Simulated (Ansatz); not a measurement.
# Be₂H₂+ (doublet): wave-function methods side by side, def2-QZVPP

The task here is to estimate one member of a computed series from the others.

Method: def2-QZVPP, core rule «outside noble gas», up to 2 orbitals frozen; program: Ansatz 0.2.0, Gaussian basis.

Plan: UHF; ROHF; CCSD(T) on UHF.

2 further runs of the same task are left out: 2 set aside as unsound or not needed.

## What is computed

The geometry is a PBE0/def2-TZVP stationary point (not a proven minimum) of the parent state, kept for this charge and spin.

4 atoms, charge 1, spin multiplicity 2.

Atoms are counted from 1 here; the program's logs count them from 0.

Bond lengths: Be1–H3 1.348 Å, Be2–H4 1.348 Å.

Geometry (Å):

```xyz
4

Be    0.0000    0.0000    1.0527
Be    0.0000    0.0000   -1.0527
H     0.0000    0.0000    2.4002
H     0.0000    0.0000   -2.4002
```

The first run:

Contents of in.yaml:

```yaml
crystal:
  periodic: [false, false, false]
  atoms:
    - {symbol: Be, position_ang: [0.000000, 0.000000, 1.052730]}
    - {symbol: Be, position_ang: [0.000000, 0.000000, -1.052730]}
    - {symbol: H, position_ang: [0.000000, 0.000000, 2.400248]}
    - {symbol: H, position_ang: [0.000000, 0.000000, -2.400248]}
basis:
  gaussian: {orbitals: "def2-QZVPP.json"}
total_charge: 1
magnetization: {spin_polarized: true, initial_magnetization: 1}
hamiltonian: {xc: hf}
output: {orbitals: {seedname: orbitals}}
```

On the command line:

```console
$ ansatz run in.yaml --threads 1 --pin off --events-out ev --progress --plain --max-ram 2393MiB
```

Steps of the session up to this table: UHF; ROHF; CCSD(T) on UHF.

One table of the session follows, with a row left open; its other results are not shown here.

```
  method  from UCCSD(T) (kJ/mol)
    ROHF                  +234.7
     UHF                       ?
    UMP2                   +54.6
   UCCSD                    +2.7
UCCSD(T)                       0
```

Estimate the missing values for UHF.

The run gave: from UCCSD(T) (kJ/mol): +231.0. In the column «from UCCSD(T) (kJ/mol)» it lies between UMP2 (+54.6) and ROHF (+234.7).
